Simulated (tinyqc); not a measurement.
Worked calculation: UKS/PBE in the sto-3g basis, for BH, spin multiplicity 3. One step of it, computed by the program tinyqc.

Task: Orthogonalisation. S = U s U^T; symmetric (Loewdin) form X = U s^(-1/2) U^T, so that X^T S X = 1.

overlap S, lower triangle:
```
           1B 1s     1B 2s    1B 2px    1B 2py    1B 2pz     2H 1s
1B 1s   1.000000
1B 2s   0.269328  1.000000
1B 2px  0.000000  0.000000  1.000000
1B 2py  0.000000  0.000000  0.000000  1.000000
1B 2pz  0.000000  0.000000  0.000000  0.000000  1.000000
2H 1s   0.014499  0.197047  0.000000  0.000000  0.245625  1.000000
```

Give: eigenvalues of S; X.

Result:

eigenvalues of S: 0.6320  0.8164  1.0000  1.0000  1.1695  1.3820

X, lower triangle:
```
          1B 1s    1B 2s  1B 2px  1B 2py   1B 2pz   2H 1s
1B 1s    1.0292
1B 2s   -0.1438   1.0457
1B 2px   0.0000   0.0000  1.0000
1B 2py   0.0000   0.0000  0.0000  1.0000
1B 2pz  -0.0032   0.0204  0.0000  0.0000   1.0244
2H 1s    0.0146  -0.1087  0.0000  0.0000  -0.1312  1.0406
```
